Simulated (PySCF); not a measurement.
# BH6PSi: NMR shifts at several levels of theory

Aim: compute the NMR shifts of BH6PSi (`BP[SiH3]`) at several levels, and see how far they spread and what each costs.

Programs: PySCF 2.14.0, with density-fitted response routines of our own. Each step states its level of theory. These are calculated values for one molecule in the gas phase, unless marked as measured. Atoms count from 0, in the outputs and in this text.

## Step 1: The molecule as given

9 atoms, charge 0, multiplicity 1; geometry from: PBE0-D3(BJ)/def2-SVP.

Bonds of the start (Å): B0–P1 1.85, P1–Si2 2.24, B0–H3 1.21, B0–H4 1.21, P1–H5 1.42, Si2–H6 1.49, Si2–H7 1.49, Si2–H8 1.49.

## Step 2: Shielding tensors: PBE0/pcSseg-2

Job settings and geometry (Å):

```
{"job": {"kind": "nmr", "xc": "PBE0", "basis": "pcSseg-2", "pop": false}, "charge": 0, "multiplicity": 1}
B     -1.765404    -0.384509    -0.240524
P     -0.479977     0.065254     1.013667
Si     1.410772     0.496222    -0.111458
H     -2.570566    -1.250439    -0.001282
H     -1.865248     0.298829    -1.230726
H     -0.202174    -1.108859     1.761794
H      1.915761    -0.667767    -0.899490
H      2.465890     0.914724     0.857679
H      1.086985     1.625987    -1.029909
```

With the program's defaults for keys left out, this is: GIAO PBE0/pcSseg-2 NMR shielding, non-relativistic, gas phase.

Started as:

```sh
> OMP_NUM_THREADS=1 python probes_run.py task.json out
```

One launch serves the whole session: the jobs run in the order shown.

The log of the run:

```text
coarse grid: 8056 points
cycle   1  E = -659.0039797542  dE = -1.520e-01  |g| = 2.042e-01  |ddm| = 2.022e+00
cycle   2  E = -659.0044912639  dE = -5.115e-04  |g| = 1.814e-01  |ddm| = 3.538e-01
cycle   3  E = -659.0150038441  dE = -1.051e-02  |g| = 4.196e-02  |ddm| = 2.189e-01
cycle   4  E = -659.0155598017  dE = -5.560e-04  |g| = 1.224e-02  |ddm| = 4.811e-02
cycle   5  E = -659.0156010830  dE = -4.128e-05  |g| = 3.607e-03  |ddm| = 1.553e-02
cycle   6  E = -659.0156044310  dE = -3.348e-06  |g| = 4.622e-04  |ddm| = 3.823e-03
final grid: 67296 points
cycle   7  E = -659.0262221463  dE = -3.629e-05  |g| = 3.138e-03  |ddm| = 1.939e-02
cycle   8  E = -659.0262208352  dE =  1.311e-06  |g| = 3.581e-03  |ddm| = 5.367e-03
cycle   9  E = -659.0262247767  dE = -3.941e-06  |g| = 4.747e-04  |ddm| = 3.557e-03
cycle  10  E = -659.0262248458  dE = -6.918e-08  |g| = 1.166e-04  |ddm| = 6.147e-04
cycle  11  E = -659.0262248494  dE = -3.517e-09  |g| = 2.514e-05  |ddm| = 1.295e-04
cycle  12  E = -659.0262248495  dE = -1.869e-10  |g| = 6.435e-06  |ddm| = 3.184e-05
converged SCF energy = -659.0262248495

GIAO shielding tensors (ppm)
atom      isotropic    diamagn.    paramagn.     s11        s22        s33       span
  0 B       11.362     194.572    -183.210    -96.135     -9.545    139.765    235.901
  1 P      460.233     969.771    -509.537    306.894    486.181    587.625    280.731
  2 Si     421.838     879.134    -457.296    403.722    410.223    451.569     47.847
  3 H       22.785      29.197      -6.413     14.306     26.388     27.659     13.353
  4 H       23.001      29.945      -6.944     13.913     26.611     28.478     14.565
  5 H       27.554      30.231      -2.677     23.200     25.633     33.829     10.629
  6 H       26.886      28.986      -2.100     23.329     25.131     32.197      8.867
  7 H       27.002      28.444      -1.442     23.793     25.153     32.060      8.267
  8 H       26.742      29.149      -2.407     24.070     24.745     31.410      7.340
```

It took 9.7 s on 1 thread of Arm Neoverse V2, shared host; peak memory 0.91 GiB.

The references, computed at this level on geometries of the same kind, shield at (ppm): 1H TMS 31.25, 29Si TMS 341.3, 31P H3PO4 296.6, 11B BF3·OEt2 99.1. Their shielding less the atom's gives the shift. The references are single molecules in the gas phase, so shifts against H2O, NH3, PH3, H3PO4 or CFCl3 are not on the usual liquid scales and can be off by tens of ppm. Atoms listed in one row are averaged.

```
     atoms                               environment  σ (ppm)  δ (ppm)
    H3, H4           hydrogen on a boron bonded to P    22.89     8.35
H6, H7, H8         hydrogen on a silicon bonded to P    26.88     4.37
        H5  hydrogen on a phosphorus bonded to B, Si    27.55     3.69
        B0                    boron bonded to P, 2 H     11.4     87.7
        P1             phosphorus bonded to B, Si, H    460.2   -163.7
       Si2                  silicon bonded to P, 3 H    421.8    -80.6
```

## Step 3: Shielding tensors: mPW1PW91/pcSseg-2

Settings changed since step 2:

```diff
@@ -1,2 +1,2 @@
-{"job": {"kind": "nmr", "xc": "PBE0", "basis": "pcSseg-2", "pop": false}, "charge": 0, "multiplicity": 1}
+{"job": {"kind": "nmr", "xc": "mPW1PW91", "basis": "pcSseg-2", "pop": false}, "charge": 0, "multiplicity": 1}
 B     -1.765404    -0.384509    -0.240524
```

With the program's defaults for keys left out, this is: GIAO mPW1PW91/pcSseg-2 NMR shielding, non-relativistic, gas phase.

The log of the run:

```text
coarse grid: 8056 points
cycle   1  E = -659.3238345757  dE = -1.541e-01  |g| = 1.983e-01  |ddm| = 2.019e+00
cycle   2  E = -659.3247817367  dE = -9.472e-04  |g| = 1.764e-01  |ddm| = 3.525e-01
cycle   3  E = -659.3348073827  dE = -1.003e-02  |g| = 3.964e-02  |ddm| = 2.125e-01
cycle   4  E = -659.3352964391  dE = -4.891e-04  |g| = 1.251e-02  |ddm| = 4.611e-02
cycle   5  E = -659.3353398796  dE = -4.344e-05  |g| = 3.465e-03  |ddm| = 1.562e-02
cycle   6  E = -659.3353429375  dE = -3.058e-06  |g| = 4.613e-04  |ddm| = 3.650e-03
final grid: 67296 points
cycle   7  E = -659.3446927669  dE = -2.933e-05  |g| = 2.761e-03  |ddm| = 1.896e-02
cycle   8  E = -659.3446916495  dE =  1.117e-06  |g| = 3.220e-03  |ddm| = 4.850e-03
cycle   9  E = -659.3446948681  dE = -3.219e-06  |g| = 3.715e-04  |ddm| = 3.169e-03
cycle  10  E = -659.3446949123  dE = -4.420e-08  |g| = 9.256e-05  |ddm| = 5.046e-04
cycle  11  E = -659.3446949146  dE = -2.259e-09  |g| = 2.035e-05  |ddm| = 1.088e-04
cycle  12  E = -659.3446949147  dE = -1.265e-10  |g| = 4.343e-06  |ddm| = 2.399e-05
converged SCF energy = -659.3446949147

GIAO shielding tensors (ppm)
atom      isotropic    diamagn.    paramagn.     s11        s22        s33       span
  0 B       11.872     194.920    -183.047    -95.180     -8.424    139.221    234.400
  1 P      457.937     969.984    -512.046    307.085    482.376    584.351    277.266
  2 Si     419.541     879.257    -459.715    401.243    408.197    449.185     47.941
  3 H       22.897      29.234      -6.337     14.475     26.473     27.744     13.269
  4 H       23.113      30.045      -6.932     14.091     26.688     28.560     14.469
  5 H       27.659      30.293      -2.634     23.298     25.746     33.933     10.636
  6 H       26.956      29.080      -2.124     23.420     25.208     32.239      8.819
  7 H       27.075      28.520      -1.445     23.884     25.236     32.106      8.222
  8 H       26.818      29.241      -2.423     24.156     24.827     31.470      7.314
```

It took 9.7 s on 1 thread of Arm Neoverse V2, shared host; peak memory 0.91 GiB.

This run: δ B0 87.2, P1 -163.0, Si2 -79.5, H3 8.29, H6 4.34 ppm (means over like atoms).

## Step 4: Nuclear shieldings: WP04/pcSseg-2

Settings changed since step 3:

```diff
@@ -1,2 +1,2 @@
-{"job": {"kind": "nmr", "xc": "mPW1PW91", "basis": "pcSseg-2", "pop": false}, "charge": 0, "multiplicity": 1}
+{"job": {"kind": "nmr", "xc": "WP04", "basis": "pcSseg-2", "pop": false}, "charge": 0, "multiplicity": 1}
 B     -1.765404    -0.384509    -0.240524
```

With the program's defaults for keys left out, this is: GIAO WP04/pcSseg-2 NMR shielding, non-relativistic, gas phase.

The log of the run:

```text
coarse grid: 8056 points
cycle   1  E = -667.0946371263  dE = -1.971e-01  |g| = 2.938e-01  |ddm| = 2.047e+00
cycle   2  E = -667.0934292843  dE =  1.208e-03  |g| = 2.756e-01  |ddm| = 5.689e-01
cycle   3  E = -667.1165851457  dE = -2.316e-02  |g| = 6.655e-02  |ddm| = 3.352e-01
cycle   4  E = -667.1178770450  dE = -1.292e-03  |g| = 2.253e-02  |ddm| = 8.053e-02
cycle   5  E = -667.1180127919  dE = -1.357e-04  |g| = 7.526e-03  |ddm| = 2.837e-02
cycle   6  E = -667.1180316427  dE = -1.885e-05  |g| = 1.127e-03  |ddm| = 8.139e-03
cycle   7  E = -667.1180319891  dE = -3.464e-07  |g| = 3.316e-04  |ddm| = 1.388e-03
final grid: 67296 points
cycle   8  E = -667.1308896968  dE = -4.415e-05  |g| = 2.711e-03  |ddm| = 2.286e-02
cycle   9  E = -667.1308895346  dE =  1.623e-07  |g| = 2.470e-03  |ddm| = 4.113e-03
cycle  10  E = -667.1308912033  dE = -1.669e-06  |g| = 7.517e-04  |ddm| = 2.775e-03
cycle  11  E = -667.1308913913  dE = -1.880e-07  |g| = 2.140e-04  |ddm| = 9.614e-04
cycle  12  E = -667.1308914046  dE = -1.330e-08  |g| = 5.195e-05  |ddm| = 2.500e-04
cycle  13  E = -667.1308914054  dE = -8.151e-10  |g| = 7.114e-06  |ddm| = 6.271e-05
converged SCF energy = -667.1308914054

GIAO shielding tensors (ppm)
atom      isotropic    diamagn.    paramagn.     s11        s22        s33       span
  0 B        8.882     194.513    -185.631    -95.836     -6.070    128.552    224.389
  1 P      425.455     972.982    -547.527    308.054    436.780    531.531    223.477
  2 Si     395.597     881.244    -485.647    375.848    385.753    425.191     49.343
  3 H       24.197      29.902      -5.705     16.449     27.408     28.734     12.285
  4 H       24.401      31.006      -6.605     16.129     27.610     29.465     13.336
  5 H       28.686      31.077      -2.392     24.413     26.952     34.693     10.281
  6 H       27.750      30.081      -2.331     24.469     26.074     32.707      8.238
  7 H       27.926      29.225      -1.299     24.977     26.171     32.631      7.654
  8 H       27.736      30.242      -2.505     25.219     25.817     32.173      6.955
```

Wall time 9.7 s (1 thread of Arm Neoverse V2, shared host); peak memory 0.91 GiB.

In short: δ B0 85.3, P1 -137.7, Si2 -67.6, H3 7.31, H6 3.81 ppm (means over like atoms).

## Step 5: Nuclear shieldings: B97-2/pcSseg-2

Settings changed since step 4:

```diff
@@ -1,2 +1,2 @@
-{"job": {"kind": "nmr", "xc": "WP04", "basis": "pcSseg-2", "pop": false}, "charge": 0, "multiplicity": 1}
+{"job": {"kind": "nmr", "xc": "B97-2", "basis": "pcSseg-2", "pop": false}, "charge": 0, "multiplicity": 1}
 B     -1.765404    -0.384509    -0.240524
```

Method: GIAO B97-2/pcSseg-2 NMR shielding, non-relativistic, gas phase.

The log of the run:

```text
coarse grid: 8056 points
cycle   1  E = -659.3300231154  dE = -1.571e-01  |g| = 1.885e-01  |ddm| = 2.030e+00
cycle   2  E = -659.3300606888  dE = -3.757e-05  |g| = 1.821e-01  |ddm| = 3.703e-01
cycle   3  E = -659.3413227573  dE = -1.126e-02  |g| = 3.692e-02  |ddm| = 2.215e-01
cycle   4  E = -659.3417321693  dE = -4.094e-04  |g| = 1.433e-02  |ddm| = 4.608e-02
cycle   5  E = -659.3417910401  dE = -5.887e-05  |g| = 2.945e-03  |ddm| = 1.690e-02
cycle   6  E = -659.3417933374  dE = -2.297e-06  |g| = 5.347e-04  |ddm| = 3.300e-03
final grid: 67296 points
cycle   7  E = -659.3502089486  dE = -4.412e-05  |g| = 4.235e-03  |ddm| = 2.308e-02
cycle   8  E = -659.3502076408  dE =  1.308e-06  |g| = 3.472e-03  |ddm| = 5.436e-03
cycle   9  E = -659.3502112228  dE = -3.582e-06  |g| = 1.331e-03  |ddm| = 4.442e-03
cycle  10  E = -659.3502117812  dE = -5.584e-07  |g| = 8.969e-05  |ddm| = 1.324e-03
cycle  11  E = -659.3502117830  dE = -1.844e-09  |g| = 3.337e-05  |ddm| = 1.428e-04
cycle  12  E = -659.3502117833  dE = -3.195e-10  |g| = 8.170e-06  |ddm| = 4.494e-05
converged SCF energy = -659.3502117833

GIAO shielding tensors (ppm)
atom      isotropic    diamagn.    paramagn.     s11        s22        s33       span
  0 B       17.026     194.738    -177.712    -85.783     -2.031    138.892    224.675
  1 P      465.729     970.257    -504.528    325.782    485.107    586.298    260.515
  2 Si     425.343     879.371    -454.028    407.469    414.235    454.326     46.857
  3 H       23.139      29.339      -6.199     14.966     26.600     27.852     12.886
  4 H       23.361      30.178      -6.818     14.613     26.818     28.651     14.038
  5 H       27.813      30.429      -2.616     23.436     25.896     34.107     10.671
  6 H       27.061      29.245      -2.184     23.550     25.331     32.302      8.752
  7 H       27.189      28.641      -1.452     24.023     25.365     32.178      8.155
  8 H       26.952      29.408      -2.456     24.310     24.975     31.570      7.260
```

Run time: 9.6 s. Hardware: 1 thread of Arm Neoverse V2, shared host; peak memory 0.91 GiB.

In short: δ B0 83.1, P1 -162.5, Si2 -77.8, H3 8.11, H6 4.29 ppm (means over like atoms).

## Step 6: NMR shieldings: BHandHLYP/pcSseg-2

Settings changed since step 5:

```diff
@@ -1,2 +1,2 @@
-{"job": {"kind": "nmr", "xc": "B97-2", "basis": "pcSseg-2", "pop": false}, "charge": 0, "multiplicity": 1}
+{"job": {"kind": "nmr", "xc": "BHandHLYP", "basis": "pcSseg-2", "pop": false}, "charge": 0, "multiplicity": 1}
 B     -1.765404    -0.384509    -0.240524
```

Level: GIAO BHandHLYP/pcSseg-2 NMR shielding, non-relativistic, gas phase.

The log of the run:

```text
coarse grid: 8056 points
cycle   1  E = -659.2820358618  dE = -1.577e-01  |g| = 1.951e-01  |ddm| = 1.979e+00
cycle   2  E = -659.2943596023  dE = -1.232e-02  |g| = 9.291e-02  |ddm| = 2.778e-01
cycle   3  E = -659.2966413710  dE = -2.282e-03  |g| = 3.170e-02  |ddm| = 1.248e-01
cycle   4  E = -659.2969661301  dE = -3.248e-04  |g| = 6.471e-03  |ddm| = 3.512e-02
cycle   5  E = -659.2969788470  dE = -1.272e-05  |g| = 2.195e-03  |ddm| = 8.758e-03
cycle   6  E = -659.2969805924  dE = -1.745e-06  |g| = 5.908e-04  |ddm| = 2.709e-03
final grid: 67296 points
cycle   7  E = -659.3033996659  dE = -9.563e-06  |g| = 1.367e-03  |ddm| = 1.074e-02
cycle   8  E = -659.3033998125  dE = -1.466e-07  |g| = 8.963e-04  |ddm| = 1.950e-03
cycle   9  E = -659.3033999985  dE = -1.860e-07  |g| = 1.366e-04  |ddm| = 8.904e-04
cycle  10  E = -659.3034000043  dE = -5.837e-09  |g| = 4.096e-05  |ddm| = 1.650e-04
cycle  11  E = -659.3034000048  dE = -5.025e-10  |g| = 7.059e-06  |ddm| = 4.609e-05
converged SCF energy = -659.3034000048

GIAO shielding tensors (ppm)
atom      isotropic    diamagn.    paramagn.     s11        s22        s33       span
  0 B       14.820     193.098    -178.278    -91.710     -3.017    139.186    230.896
  1 P      461.671     969.140    -507.469    315.006    481.815    588.192    273.186
  2 Si     423.284     877.675    -454.391    406.143    413.190    450.518     44.375
  3 H       23.288      29.431      -6.143     15.100     26.637     28.126     13.026
  4 H       23.493      30.117      -6.624     14.734     26.881     28.864     14.130
  5 H       28.132      30.561      -2.429     23.733     26.201     34.463     10.730
  6 H       27.263      29.142      -1.879     23.736     25.527     32.526      8.790
  7 H       27.384      28.600      -1.216     24.217     25.532     32.404      8.187
  8 H       27.133      29.331      -2.198     24.440     25.124     31.834      7.394
```

Wall time 9.4 s (1 thread of Arm Neoverse V2, shared host); peak memory 0.91 GiB.

In short: δ B0 88.7, P1 -158.1, Si2 -77.5, H3 8.06, H6 4.19 ppm (means over like atoms).

## Step 7: Nuclear shieldings: CAM-B3LYP/pcSseg-2

Settings changed since step 6:

```diff
@@ -1,2 +1,2 @@
-{"job": {"kind": "nmr", "xc": "BHandHLYP", "basis": "pcSseg-2", "pop": false}, "charge": 0, "multiplicity": 1}
+{"job": {"kind": "nmr", "xc": "CAM-B3LYP", "basis": "pcSseg-2", "pop": false}, "charge": 0, "multiplicity": 1}
 B     -1.765404    -0.384509    -0.240524
```

With the program's defaults for keys left out, this is: GIAO CAM-B3LYP/pcSseg-2 NMR shielding, non-relativistic, gas phase.

The log of the run:

```text
coarse grid: 8056 points
cycle   1  E = -659.2907985974  dE = -1.622e-01  |g| = 1.974e-01  |ddm| = 1.989e+00
cycle   2  E = -659.3012690657  dE = -1.047e-02  |g| = 1.049e-01  |ddm| = 2.707e-01
cycle   3  E = -659.3038353017  dE = -2.566e-03  |g| = 2.686e-02  |ddm| = 1.198e-01
cycle   4  E = -659.3040496369  dE = -2.143e-04  |g| = 5.855e-03  |ddm| = 3.028e-02
cycle   5  E = -659.3040604816  dE = -1.084e-05  |g| = 2.189e-03  |ddm| = 8.912e-03
cycle   6  E = -659.3040621553  dE = -1.674e-06  |g| = 5.814e-04  |ddm| = 2.616e-03
final grid: 67296 points
cycle   7  E = -659.3132905422  dE = -1.517e-05  |g| = 1.660e-03  |ddm| = 1.137e-02
cycle   8  E = -659.3132907270  dE = -1.848e-07  |g| = 1.033e-03  |ddm| = 2.087e-03
cycle   9  E = -659.3132909240  dE = -1.971e-07  |g| = 1.699e-04  |ddm| = 9.151e-04
cycle  10  E = -659.3132909317  dE = -7.647e-09  |g| = 4.920e-05  |ddm| = 1.909e-04
cycle  11  E = -659.3132909324  dE = -6.656e-10  |g| = 6.562e-06  |ddm| = 4.942e-05
converged SCF energy = -659.3132909324

GIAO shielding tensors (ppm)
atom      isotropic    diamagn.    paramagn.     s11        s22        s33       span
  0 B        5.240     193.110    -187.869   -107.557    -15.118    138.396    245.953
  1 P      443.917     969.377    -525.460    285.532    471.025    575.193    289.661
  2 Si     411.751     878.402    -466.651    393.594    399.939    441.719     48.126
  3 H       22.929      29.323      -6.393     14.349     26.539     27.901     13.552
  4 H       23.122      29.956      -6.834     13.917     26.778     28.670     14.754
  5 H       27.835      30.318      -2.483     23.545     25.998     33.963     10.417
  6 H       27.082      28.917      -1.835     23.579     25.372     32.297      8.718
  7 H       27.189      28.415      -1.226     24.035     25.368     32.164      8.129
  8 H       26.927      29.100      -2.173     24.272     24.953     31.554      7.282
```

Run time: 13 s. Hardware: 1 thread of Arm Neoverse V2, shared host; peak memory 0.95 GiB.

In short: δ B0 92.6, P1 -160.2, Si2 -82.8, H3 8.31, H6 4.27 ppm (means over like atoms).

## Step 8: NMR shieldings: wB97X-D/pcSseg-2

Settings changed since step 7:

```diff
@@ -1,2 +1,2 @@
-{"job": {"kind": "nmr", "xc": "CAM-B3LYP", "basis": "pcSseg-2", "pop": false}, "charge": 0, "multiplicity": 1}
+{"job": {"kind": "nmr", "xc": "wB97X-D", "basis": "pcSseg-2", "pop": false}, "charge": 0, "multiplicity": 1}
 B     -1.765404    -0.384509    -0.240524
```

With the program's defaults for keys left out, this is: GIAO wB97X-D/pcSseg-2 NMR shielding, non-relativistic, gas phase.

The log of the run:

```text
coarse grid: 8056 points
cycle   1  E = -659.2830514346  dE = -1.649e-01  |g| = 1.992e-01  |ddm| = 1.997e+00
cycle   2  E = -659.2954153777  dE = -1.236e-02  |g| = 9.077e-02  |ddm| = 2.635e-01
cycle   3  E = -659.2973404420  dE = -1.925e-03  |g| = 2.563e-02  |ddm| = 1.037e-01
cycle   4  E = -659.2975437547  dE = -2.033e-04  |g| = 5.383e-03  |ddm| = 3.260e-02
cycle   5  E = -659.2975560758  dE = -1.232e-05  |g| = 1.154e-03  |ddm| = 1.024e-02
cycle   6  E = -659.2975569943  dE = -9.184e-07  |g| = 3.758e-04  |ddm| = 3.198e-03
final grid: 67296 points
cycle   7  E = -659.3108095936  dE = -7.710e-05  |g| = 3.287e-03  |ddm| = 2.796e-02
cycle   8  E = -659.3108116047  dE = -2.011e-06  |g| = 1.640e-03  |ddm| = 4.945e-03
cycle   9  E = -659.3108121133  dE = -5.086e-07  |g| = 3.560e-04  |ddm| = 1.486e-03
cycle  10  E = -659.3108121512  dE = -3.789e-08  |g| = 8.311e-05  |ddm| = 5.454e-04
cycle  11  E = -659.3108121541  dE = -2.972e-09  |g| = 2.445e-05  |ddm| = 1.527e-04
cycle  12  E = -659.3108121546  dE = -4.602e-10  |g| = 9.468e-06  |ddm| = 7.811e-05
converged SCF energy = -659.3108121546

GIAO shielding tensors (ppm)
atom      isotropic    diamagn.    paramagn.     s11        s22        s33       span
  0 B       14.091     194.874    -180.783    -92.498     -5.539    140.311    232.808
  1 P      467.792     970.028    -502.236    322.264    487.668    593.445    271.182
  2 Si     421.498     878.889    -457.391    403.813    410.883    449.799     45.986
  3 H       23.053      29.271      -6.217     14.746     26.544     27.870     13.124
  4 H       23.251      30.064      -6.812     14.339     26.744     28.670     14.331
  5 H       27.885      30.419      -2.533     23.450     25.916     34.289     10.839
  6 H       27.088      29.072      -1.984     23.563     25.348     32.354      8.791
  7 H       27.166      28.479      -1.313     23.968     25.315     32.216      8.247
  8 H       26.901      29.212      -2.311     24.191     24.904     31.609      7.419
```

Wall time 13 s (1 thread of Arm Neoverse V2, shared host); peak memory 0.93 GiB.

This run: δ B0 85.9, P1 -174.7, Si2 -80.8, H3 8.20, H6 4.30 ppm (means over like atoms).

## Step 9: Shielding tensors: LC-wPBE/pcSseg-2

Settings changed since step 8:

```diff
@@ -1,2 +1,2 @@
-{"job": {"kind": "nmr", "xc": "wB97X-D", "basis": "pcSseg-2", "pop": false}, "charge": 0, "multiplicity": 1}
+{"job": {"kind": "nmr", "xc": "LC-wPBE", "basis": "pcSseg-2", "pop": false}, "charge": 0, "multiplicity": 1}
 B     -1.765404    -0.384509    -0.240524
```

Level: GIAO LC-wPBE/pcSseg-2 NMR shielding, non-relativistic, gas phase.

The log of the run:

```text
coarse grid: 8056 points
cycle   1  E = -659.0672878492  dE = -1.610e-01  |g| = 2.397e-01  |ddm| = 1.995e+00
cycle   2  E = -659.0867597642  dE = -1.947e-02  |g| = 9.882e-02  |ddm| = 2.732e-01
cycle   3  E = -659.0888716672  dE = -2.112e-03  |g| = 2.778e-02  |ddm| = 1.024e-01
cycle   4  E = -659.0891875322  dE = -3.159e-04  |g| = 6.388e-03  |ddm| = 4.233e-02
cycle   5  E = -659.0892088853  dE = -2.135e-05  |g| = 1.639e-03  |ddm| = 1.194e-02
cycle   6  E = -659.0892117024  dE = -2.817e-06  |g| = 5.803e-04  |ddm| = 4.925e-03
final grid: 67296 points
cycle   7  E = -659.1063511905  dE = -6.823e-05  |g| = 6.285e-03  |ddm| = 2.232e-02
cycle   8  E = -659.1063533946  dE = -2.204e-06  |g| = 3.238e-03  |ddm| = 3.538e-03
cycle   9  E = -659.1063543242  dE = -9.296e-07  |g| = 1.986e-04  |ddm| = 1.673e-03
cycle  10  E = -659.1063543394  dE = -1.515e-08  |g| = 9.725e-05  |ddm| = 2.934e-04
cycle  11  E = -659.1063543425  dE = -3.167e-09  |g| = 1.734e-05  |ddm| = 1.249e-04
cycle  12  E = -659.1063543342  dE =  8.356e-09  |g| = 5.248e-06  |ddm| = 5.928e-05
cycle  13  E = -659.1063543342  dE = -3.001e-11  |g| = 1.860e-06  |ddm| = 1.180e-05
converged SCF energy = -659.1063543342

GIAO shielding tensors (ppm)
atom      isotropic    diamagn.    paramagn.     s11        s22        s33       span
  0 B        3.586     194.128    -190.541   -112.691    -19.970    143.420    256.112
  1 P      477.648     969.520    -491.872    317.744    502.712    612.488    294.744
  2 Si     427.678     878.554    -450.876    410.017    418.705    454.312     44.295
  3 H       22.653      29.228      -6.575     13.826     26.373     27.760     13.933
  4 H       22.850      29.926      -7.076     13.377     26.544     28.630     15.253
  5 H       27.807      30.295      -2.487     23.309     25.833     34.279     10.970
  6 H       27.188      28.971      -1.784     23.654     25.403     32.506      8.852
  7 H       27.208      28.455      -1.247     23.964     25.318     32.342      8.378
  8 H       26.902      29.108      -2.206     24.119     24.871     31.715      7.596
```

Wall time 18 s (1 thread of Arm Neoverse V2, shared host); peak memory 0.84 GiB.

Key values: δ B0 95.4, P1 -185.7, Si2 -81.0, H3 8.57, H6 4.22 ppm (means over like atoms).

[end of part 1 of 2]
